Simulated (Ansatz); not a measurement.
## BF⁺, doublet: vertical spin and charge gaps

Geometry (PBE0/def2-TZVP stationary point for this spin):

```xyz
2

B     0.0000    0.0000    0.0000
F     0.0000    0.0000    1.2123
```

Basis 6-31G; Ansatz 0.2.0. Only valence electrons are correlated (noble-gas cores frozen). R marks a restricted (for open shells ROHF) determinant, U an unrestricted one.

Gaps are energies of the second state less the first, at fixed atoms, for a selection of the levels run; each method lands on the state that its own search finds for that charge and spin.

The determinant of the BF⁺ quartet fills πx and πy unequally, so it is a mixture of Σ and Δ, which weighs on every level built on one determinant.

Q: PBE gives 10.621 eV for quartet less doublet. Estimate what full CI gives in 6-31G.

A: Full CI in 6-31G gives 9.998 eV, so against it PBE is off by 0.623 eV, of which a good part can be the reference's own basis and frozen-core error.

By full CI's occupations no single determinant describes the quartet well.

```csv
level,gap (eV),error (meV)
UHF,8.513,-1485
RMP2,10.384,386
UMP2,10.400,402
RCCSD,10.103,105
UCCSD(T),10.151,153
RCCSDT*,10.001,3
UCCSDT*,10.000,2
UCCSDT(Q)*,9.999,1
RCCSDTQ*,10.000,2
```

An asterisk marks runs whose energy the program itself flagged as in doubt.

In so small a basis the reference is far from its limit while semilocal and hybrid functionals are nearer theirs, so the functionals' errors here hold much of the reference's basis and frozen-core error, which can add to them or hide them.

Full CI is exact within this basis and frozen core; it isn't the basis-set limit. The frozen core follows each run's orbitals, which can shift R against U totals by a few meV.
